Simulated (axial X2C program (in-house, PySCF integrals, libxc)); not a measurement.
# PH⁺: properties at the nuclei

Aim: properties at the nuclei of PH⁺, with spin–orbit coupling in the Hamiltonian from the start.

Method: two-component X2C with atomic mean-field terms, P dyall-av3z, H dyall-av3z; program: an in-house X2C program for linear molecules on PySCF integrals.

All values are calculated.

### 1 Input

File task.json:

```json
{"zs": [15, 1], "q": 1, "bas": ["dyall-av3z", "dyall-av3z"], "r0": 1.43, "levels": ["PBE0", "HF", "B3LYP"], "nst": 1, "ff": 1, "thr": -3.5, "nmax": 130, "opt": {"ecut": 60}}
```

Keys: zs atomic numbers; q charge; bas basis sets; r0 starting distance in Å; levels methods (HF also brings MP2); nst determinants followed; ff finite-field run; thr threshold in hartree for freezing inner shells (an s shell follows its p shell); nmax most natural virtual spinors; ecut virtual cutoff in hartree.

On the command line:

```sh
python soeom.py task.json out
```

After this run come: Expectation values, lowest determinant; Finite-field coupled cluster.

Q: Predict the outcome of this session. Wanted: lowest determinant; Eeff magnitude; Ws magnitude P; A∥/gI P; qzz P (for each run or level that gives them).

**Answer**, as computed:

```
                       quantity                                    value
             lowest determinant  Ω = 1/2 (excess of +ω over −ω: ω = 1/2)
   Eeff magnitude (GV/cm), PBE0                                    0.021
     Ws magnitude P (kHz), PBE0                                   0.0165
            A∥/gI P (MHz), PBE0                                     1050
             qzz P (a.u.), PBE0                                    -2.77
Eeff magnitude (GV/cm), CCSD(T)                                  0.00982
  Ws magnitude P (kHz), CCSD(T)                                   0.0076
         A∥/gI P (MHz), CCSD(T)                                      858
          qzz P (a.u.), CCSD(T)                                    -2.55
```

In words: In the first state, the effective field runs from 0.0162 to 0.0348 GV/cm over the mean-field levels, so the levels don't agree on it. The expectation values come from single determinants, which for open shells can mix terms of unlike spin or miss the lowest Ω, so a determinant need not be a state. Eeff is the effective electric field on the electron dipole moment in this Ω state and Ws the scalar–pseudoscalar constant (defined with the proton number Z and per Ω); A∥ is the parallel hyperfine constant, which follows by multiplying with the nuclear g factor gI = μI/(I μN); qzz is the electric field gradient, eQq0 = 234.96 MHz × Q/barn × qzz. The operators were transformed with the bare-nucleus X2C matrices. Correlation of the inner shells is missing, which matters for properties at the nucleus.
